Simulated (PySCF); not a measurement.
# CHF: core ionisation energies

Compound: HCF (singlet state).
Cartesian coordinates in Å at the PBE0-D3(BJ)/def2-SVP level; atoms count from 1:
```
atom  x, y, z in Å
C1     0.2174   -0.4601    0.0000
F2     0.6867    0.7461    0.0000
H3    -0.9040   -0.2861    0.0000
```

Computed with delta-SCF UKS SCAN, pcX-2 on the ionised atom, pcseg-1 elsewhere, spin-free X2C (PySCF 2.14.0). These are vertical core ionisation energies against the vacuum level, from separate self-consistent calculations with and without the core hole.

Question: Give the core binding energies atom by atom.

Answer: 
```json
{"atom(s)": "F2", "bonded to": "C", "level": "F 1s", "binding energy (eV)": "695.28", "count": "1"}
{"atom(s)": "C1", "bonded to": "F and H", "level": "C 1s", "binding energy (eV)": "295.85", "count": "1"}
```

Question: Give the binding energy of C 1s of C1 in hartree and in kJ/mol.

Answer: 295.85 eV = 10.8723 Eh = 28545 kJ/mol.

Geometry: PBE0-D3(BJ)/def2-SVP; no solvent, vibrations or thermal averaging.
